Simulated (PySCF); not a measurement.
**LiO⁺: one state, many levels of theory**

State: ³Σ⁻ (triplet), unpaired electrons π ↑↑. Set-up: basis Li aug-cc-pVDZ, O aug-cc-pVDZ; no relativity; PySCF 2.14. De refers to Li⁺ + O in their high-spin ground configurations, without counterpoise correction. The functionals are run spin-unrestricted. A positive dipole points towards O; it is taken about the centre of mass and depends on that origin.

| Level | Re (Å) | ωe (cm⁻¹) | De (eV) | μ (D) |
| --- | --- | --- | --- | --- |
| UHF | 2.088 | 362 | 0.486 | -6.29 |
| UHF-MP2 | 2.084 | 341 | 0.51 | n/a |
| UHF-SCS-MP2 | 2.078 | 338 | 0.51 | n/a |
| UHF-CCSD | 2.087 | 339 | 0.51 | n/a |
| UHF-CCSD(T) | 2.091 | 337 | 0.51 | n/a |
| PBE | 2.119 | 339 | 0.52 | -6.24 |
| revPBE | 2.150 | 323 | 0.492 | -6.35 |
| r²SCAN | 2.129 | 334 | 0.470 | -6.34 |
| PBE0 | 2.094 | 354 | 0.51 | -6.21 |
| B97-3 | 2.122 | 325 | 0.452 | -6.34 |
| ωB97X | 2.145 | 322 | 0.466 | -6.40 |
| B2PLYP | 2.081 | 356 | 0.52 | -6.21 |

Question: Which functional lies closest to UHF-CCSD(T) in De, which farthest, and by how much do they differ from it?

Answer: Closest is PBE0 (+0.3 pm in Re, +5.0 % in ωe, +0.00 eV in De against UHF-CCSD(T) in the same basis), farthest B97-3 (+3.1 pm in Re, -3.6 % in ωe, -0.06 eV in De). CCSD(T) converges more slowly with the basis than the functionals do and binds too weakly in this one, so the order can change at the basis-set limit.

Question: What does a quarter of exact exchange do here, going from PBE to PBE0?

Answer: PBE0 less PBE: -2.5 pm in Re, +4.4 % in ωe, -0.01 eV in De. Exact exchange removes part of the self-interaction that spreads semilocal densities, and in most molecules shortens and stiffens the bond and lowers De; so it does here.

Question: What does the step from GGA to meta-GGA do here, going from PBE to r²SCAN?

Answer: r²SCAN less PBE: +1.0 pm in Re, -1.5 % in ωe, -0.05 eV in De. 

Correlated steps freeze 1 core orbital. Correlated levels converge slowly with the basis: in double zeta they bind strong bonds too weakly, by up to about 1 eV, and carry superposition errors of some tenths. For an ion De counts to the pair picked by the measured ionisation energies or electron affinities, which need not be the lowest pair at this level. B2PLYP dipoles, levels and charges come from its SCF part alone. The state is the lowest determinant that a PBE0 search found; another state may lie lower at other levels.

The whole job (state search and all levels along the bond) took about 0.95 min on 1 thread of Intel Xeon Platinum 8488C (shared host), peak memory 0.62 GiB.
